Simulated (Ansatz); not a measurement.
**Si–AlH₂, sextet: the ladder up to full CI**

Geometry: that of the Si–AlH2, quartet, kept fixed. The doublet lies 5.6 eV lower here.

```yaml
atoms:
  - { symbol: Si, position_ang: [0.0000, 0.0000, 1.2493] }
  - { symbol: Al, position_ang: [0.0000, 0.0000, -1.1594] }
  - { symbol: H, position_ang: [0.0000, 1.4055, -1.8880] }
  - { symbol: H, position_ang: [0.0000, -1.4055, -1.8880] }
```

Basis 6-31G; Ansatz 0.2.0. Only valence electrons are correlated (noble-gas cores frozen), which leaves 9 electrons in 20 orbitals. R marks a restricted (for open shells ROHF) determinant, U an unrestricted one. Active spaces: valence = (9e, 10o) chosen from the atoms' valence shells.

Full CI is exact within this basis and frozen core; it isn't the basis-set limit. The frozen core follows each run's orbitals, which can shift R against U totals by a few meV.

HF rows: UHF is the lowest solution found. Coupled cluster chose its determinant by a search with trial CCSD, here up to 0.22 eV above the lowest Hartree–Fock solution of its kind, and MP2 stands on that determinant too.

The UHF ⟨S²⟩ is 8.812, the T1 diagnostic (RCCSD) is 0.0232 and the largest doubles amplitude (RCCSD) is 0.113. The T1 diagnostic (UCCSD) is 0.0218.

| level | E − E(full CI) (mEh) | share of correlation (%) | wall time |
| --- | --- | --- | --- |
| UHF | 74.50 | 13.57 | – |
| RMP2 | 28.82 | 66.57 | – |
| UMP2 | 29.74 | 65.50 | – |
| RCCSD | 2.24 | 97.40 | – |
| UCCSD | 2.04 | 97.64 | – |
| RCCSD(T) | 0.72 | 99.17 | 2.1 s |
| UCCSD(T) | 0.71 | 99.18 | 1.8 s |
| BCCD(T) | 0.75 | 99.13 | 2.3 s |
| RCCSDT | 0.06 | 99.93 | – |
| UCCSDT | 0.06 | 99.93 | – |
| RCCSDT(Q) | 0.02 | 99.98 | 5.5 s |
| UCCSDT(Q) | 0.01 | 99.99 | 5 s |
| CASSCF (valence space) | 27.38 | 68.23 | – |
| NEVPT2 (valence space) | 8.12 | 90.58 | 3.4 s |
| MRCISD (valence space) | 0.88 | 98.98 | – |
| MRCISD+Q (valence space) | 0.19 | 99.78 | 8 s |

The correlation energy at full CI, counted from the determinant under the R cluster runs, is -2.346 eV. That run took 81 s on 1 thread of Arm Neoverse V1, shared host over 3,667,024 determinants.

Run but not shown, since their state, orbitals or frozen core can't be matched to the reference's or they repeat it: RHF, CISD, CISDTQ.

Times hold each run's SCF and search for its determinant on a shared host, so for small cases they say little of a method's own cost; they ran on 1 thread of Arm Neoverse V1.

The full-CI state has the irrep A1 of C2v, in the program's axes.

Natural occupations of full CI about the gap: 1.959 1.914 1.012 1.001 0.993 0.991 0.989 0.065 0.022 0.019; effectively unpaired electrons, Σ n²(2−n)², 5.05.
